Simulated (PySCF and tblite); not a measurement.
Values are calculated unless marked as measured or tabulated.
System: C3H5NS, numbered as in [NH2:1]/[CH:2]=[CH:3]/[CH:4]=[S:5].

Geometries: GFN2-xTB; energies: PBE0/pcSseg-1 + D3(BJ); zero-point and thermal terms from GFN2-xTB harmonic modes (soft modes blended into free rotors). Rates follow Eyring's equation with the number of equivalent paths and no tunnelling. Run with tblite and PySCF.

Problem. Estimate the barrier and the room-temperature rate of the rotation about the C3–C4 bond (torsion C2–C3–C4–S5 from 0° to 179°, rising).

Solution. The electronic barrier is 17.0 kcal/mol and ΔG‡(298 K) 16.9 kcal/mol, over a C1 saddle with an imaginary mode of 344i cm⁻¹ (GFN2-xTB). With 2 equivalent paths, k is 5.3 s⁻¹, a mean lifetime of the start of 190 ms against this motion. The end lies 0.9 kcal/mol below the start in free energy.
